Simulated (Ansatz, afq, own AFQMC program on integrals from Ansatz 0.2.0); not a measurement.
Integrals from Ansatz 0.2.0, then the random walk in our own AFQMC program (afq).

```yaml
crystal:
  periodic: [false, false, false]
  atoms:
    - {symbol: Al, position_ang: [1.315169, 0.316429, -0.084604]}
    - {symbol: C, position_ang: [1.529332, 2.181368, 0.532644]}
    - {symbol: C, position_ang: [0.722381, 0.018765, -1.946103]}
    - {symbol: H, position_ang: [2.205352, 2.729058, -0.148269]}
    - {symbol: H, position_ang: [0.552299, 2.696877, 0.495589]}
    - {symbol: H, position_ang: [1.922766, 2.277147, 1.555738]}
    - {symbol: H, position_ang: [0.547864, -1.037036, -2.201791]}
    - {symbol: H, position_ang: [-0.209802, 0.579105, -2.140830]}
    - {symbol: H, position_ang: [1.484039, 0.413886, -2.642675]}
basis:
  gaussian: {orbitals: def2-SVP}
magnetization: {spin_polarized: true, initial_magnetization: 1}
correlation: {method: ccsd_t, electrons: outside_noble_gas, hamiltonian_folder: ham}
```

```sh
$ ansatz run in.yaml --threads 1 --pin off --events-out ev --progress --plain --max-ram 16896MiB --backend cuda --devices 0, --max-vram 18GiB
```

Options of the walk:

```
--method free --trial cisd --walkers 4000 --time-step 0.03 --max-blocks 4000 --target-error 0.00048 --factor-cut 1e-05 --seed 9725 --times 0,0.21,0.42,0.81,1.2,1.8,2.4,3 --taylor-order 8
```

Times are imaginary, in 1/Eh. The walk had a cap of 160 s.

Output of the walk:

```
orbitals 69  electrons 9 8  factors 575 of 766
reference energy -320.98448491 Eh
CCSD correlation -0.38418102 Eh in 11 cycles, weight of the determinant in the CISD state 0.8536
repeat  energy at the last time / Eh  error
    10  -321.380838  0.000361
    20  -321.380858  0.000290
time / (1/Eh)  energy / Eh  error  mean overlap
  0.00  -321.368587  0.000061  1.1713
  0.21  -321.374784  0.000084  1.1696
  0.42  -321.377472  0.000085  1.1705
  0.81  -321.379490  0.000116  1.1693
  1.20  -321.380092  0.000095  1.1761
  1.80  -321.380508  0.000204  1.1867
  2.40  -321.380903  0.000197  1.1902
  3.00  -321.380858  0.000290  1.1936
energy -321.380858 +/- 0.000290 Eh
```

The run passed its tests (error under three times the target), which doesn't prove that it has relaxed, ending at its cap on processor time.

Against this walk (error 7.9 meV) on the same determinant: CCSD(T) 40.8 meV higher, CCSDT(Q) 2.5 meV lower (within the noise). The error is statistical, and a free projection of finite length keeps a remainder of its start.

Cautions: remainder of the start not in the error.

The walk took 2.7 min on 1 × NVIDIA H100 80GB HBM3 with 2 threads of AMD EPYC 7R13 Processor (Zen 3) (shared host) (the card was shared). The log's last line is the free-projection energy.

CCSDT and higher add their correlation energy to the determinant of the CCSD(T) run, since their own runs factorise the integrals more tightly (a shift of under 2 meV).
